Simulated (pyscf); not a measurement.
[H₂N–AlH]• + hydrogen (H₂) → H₂N–AlH₂ + H atom (H•) (hydrogen abstraction; doublet surface; H–H broken, Al–H formed). PySCF, gas phase, ωB97X-D3(BJ)/def2-SVP geometries. Energies in eV from the separated reactants.

```csv
level,barrier,reaction energy
ωB97X-D3(BJ)/def2-TZVP,0.89,+0.75
PBE/def2-TZVP,[?],+0.91
r²SCAN/def2-TZVP,0.87,+0.96
B3LYP-D3(BJ)/def2-TZVP,0.89,+0.93
PBE0-D3(BJ)/def2-TZVP,[?],[?]
HF/def2-TZVP,1.02,+0.60
```

Problem. Complete the blanks.

Solution. 
- PBE/def2-TZVP, barrier: 0.88
- PBE0-D3(BJ)/def2-TZVP, barrier: 0.88
- PBE0-D3(BJ)/def2-TZVP, reaction energy: +0.85

At PBE, r²SCAN, B3LYP-D3(BJ) this geometry lies under the product side: in single points on another level's saddle the reverse barrier vanishes, and the forward threshold there is about the reaction energy. This is the saddle that the search found; another between the same sides may lie lower. The angle at the transferred H is 174°.
